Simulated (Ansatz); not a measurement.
Ansatz (an electronic-structure program) input:
A basis named .json is the Basis Set Exchange file of that set.

Ansatz 0.2 input:
```yaml
crystal:
  periodic: [false, false, false]
  atoms:
    - {symbol: Al, position_ang: [-0.00224844, 0.48080362, 0.00489246]}
    - {symbol: F, position_ang: [1.43233011, -0.34050959, -0.00814095]}
    - {symbol: F, position_ang: [-1.42908236, -0.35398453, 0.00107407]}
basis:
  gaussian:
    orbitals: aug-cc-pV_D+d_Z.json
magnetization: {spin_polarized: true, initial_magnetization: 1}
correlation: {method: ccsd_t, electrons: outside_noble_gas}
output: {forces: true}
```

Question: Which total energy does the run end on?

Answer: -441.42858 Eh (CCSD(T)/aug-cc-pV(D+d)Z). The basis has 78 functions.

It need not be the lowest isomer of its formula.
